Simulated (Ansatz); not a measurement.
## Two structures, one formula

Two relaxed structures of CH₆Si₂, singlet (PBE0-D4/def2-TZVP; forces vanish, vibrations not checked).

A:

C1  (-0.737, 0.038, -0.658)
Si2  (0.888, 0.865, -0.133)
Si3  (-0.082, -0.907, 0.852)
H4  (-1.651, 0.612, -0.523)
H5  (-0.738, -0.490, -1.609)
H6  (0.775, 2.231, 0.430)
H7  (2.030, 0.715, -1.066)
H8  (0.385, -2.291, 0.606)
H9  (-0.869, -0.772, 2.100)
(Å)

B:

```xyz
9
angstrom
C -0.4371 0.2974 -0.0026
Si 1.0970 1.1996 -0.4639
Si -0.4616 -0.9571 1.1461
H -1.3725 0.5747 -0.4830
H 2.2405 0.6518 0.3170
H 0.9910 2.6587 -0.1795
H 1.4097 1.0601 -1.9143
H 0.7616 -1.3997 1.8479
H -1.6829 -1.6985 1.5345
```

Computed with Ansatz 0.2.0 (basis: def2-TZVPP); correlated methods freeze the cores. B3LYP uses VWN-RPA correlation.

Problem. Which structure is lower at CCSD(T), and by how much? (An estimate is asked for; the value comes from the calculation.)

Solution. The calculation gives: A, by 5.56 kcal/mol (electronic energy, against the other). By their contacts, A is CH₆Si₂ ([CH2]1[SiH2][SiH2]1) and B is CH₆Si₂ ([SiH2][CH][SiH3]).

All methods give the same order:

```csv
method,E(B) − E(A) (kcal/mol)
PBE-D4,10.00
r2SCAN-D4,9.22
PBE0-D4,11.01
B3LYP-D4,4.85
wB97M-V,7.35
HF,3.54
MP2,5.38
CCSD,5.80
CCSD(T),5.56
```

T1 diagnostic: at most 0.015. The restricted Hartree–Fock reference is unstable towards an unrestricted one at one or more of these structures.

Labels in which every atom is bracketed show which atoms are joined, not bond orders.

For scale, one of the runs: CCSD(T)/def2-TZVPP, 199 basis functions, launched by `ansatz run in.yaml --threads 2 --pin off --events-out ev --progress --plain --max-ram 4352MiB`. Time: 41 s of wall clock on 2 CPU threads of an Arm Neoverse V1; the host was shared. Peak host memory: 2.2 GiB.
